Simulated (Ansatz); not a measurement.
# FH5OSi: the cost of one run

Method: RKS PBE-D4/def2-SVP, in Ansatz 0.2.0.

**1. The starting structure**

Bond lengths: Si1–H3 1.460 Å, Si1–O4 1.679 Å, O4–H5 1.010 Å, Si1–H6 1.459 Å, Si1–F7 1.890 Å. Angles: H3–Si1–O4 109.5°, H3–Si1–H6 109.5°, H3–Si1–F7 67.2°, O4–Si1–H6 109.5°, O4–Si1–F7 176.6°, H6–Si1–F7 72.8°, Si1–O4–H5 109.5°.

Coordinates:

```xyz
8

Si    0.0000    0.0000    0.0000
H     0.0000    0.0000    1.8100
H     1.3768    0.0000   -0.4862
O    -0.7913    1.3709   -0.5594
H    -1.7491    1.1401   -0.7818
H    -0.6877   -1.1914   -0.4862
F     0.9864   -1.4980    0.5960
H     0.5354   -0.8131    1.6930
```

**2. A restrained relaxation towards end A**

Springs on the bonds that form and break draw the guess towards this end; the thresholds are loose.

Contents of input.yaml:

```yaml
crystal:
  periodic: [false, false, false]
  atoms:
    - { symbol: Si, position_ang: [0.0, 0.0, 0.0] }
    - { symbol: H, position_ang: [0.0, 0.0, 1.81] }
    - { symbol: H, position_ang: [1.3768, 0.0, -0.4862] }
    - { symbol: O, position_ang: [-0.7913, 1.3709, -0.5594] }
    - { symbol: H, position_ang: [-1.7491, 1.1401, -0.7818] }
    - { symbol: H, position_ang: [-0.6877, -1.1914, -0.4862] }
    - { symbol: F, position_ang: [0.9864, -1.498, 0.596] }
    - { symbol: H, position_ang: [0.5354, -0.8131, 1.693] }
basis:
  gaussian: { orbitals: def2-SVP }
hamiltonian:
  xc: pbe
  dispersion: d4
relax:
  f_tol: 0.15
  max_steps: 25
  restrain:
    - { distance: [0, 6], at: 2.79, k: 30.0 }
    - { distance: [7, 1], at: 1.86, k: 30.0 }
    - { distance: [0, 1], at: 1.46, k: 30.0 }
    - { distance: [7, 6], at: 0.92, k: 30.0 }
output:
  orbitals: {}
```

Command:

```sh
$ ansatz run input.yaml --threads 1 --pin off --max-ram 2048MiB --backend cpu --events-out ev --progress --plain --runs-dir out
```

Q: Estimate wall time and peak memory on 1 thread of Arm Neoverse V2, shared host.

About 18 s, with a peak of 0.13 GiB.
